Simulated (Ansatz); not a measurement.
Ideal-gas functions of AlH3N, SMILES `[NH2][AlH]` radical at 400 K and 1 bar, from an Ansatz frequency run at PBE0-D4/def2-TZVP.

Molar mass 44.01 g/mol, point group Cs (symmetry number 1), electronic degeneracy 2, moments of inertia 3.319, 36.852, 40.171 u Å². Harmonic wavenumbers (cm⁻¹, unscaled): 405, 475, 483, 721, 803, 1559, 1824, 3589, 3687.

Use S(trans) = R[1.5 ln M + 2.5 ln T − 1.1517]; rotational temperatures θ = 24.2544 K / I; S(rot) = R[ln(√π/σ · √(T³/θAθBθC)) + 1.5]; for each mode x = 1.438777 ν̃/T, S = R[x/(eˣ − 1) − ln(1 − e⁻ˣ)] and H = RT x/(eˣ − 1); 1 cm⁻¹ = 0.0119627 kJ/mol; R = 8.31446 J/(mol·K).

Problem. By hand: the entropy, in J/(mol·K).

Solution. Translation 162.2. Rotation: θ = 7.3077, 0.6582, 0.6038 K, giving 87.5. Vibration, mode by mode: 5.88, 4.80, 4.69, 2.39, 1.89, 0.20, 0.09, 0.00, 0.00, in all 20.0. Electronic 5.8. Sum 275.5 J/(mol·K).

Problem. By hand: H − E and G − E in kJ/mol, counted from the electronic energy.

Solution. Zero-point energy ½ × 13546 × 0.0119627 = 81.0; thermal vibration 5.3; translation, rotation and pV give 4 RT = 13.3. H − E = 99.6 kJ/mol, and G − E = 99.6 − 400 × 275.5/1000 = -10.6 kJ/mol.

Vibration gives 7 % of the entropy.
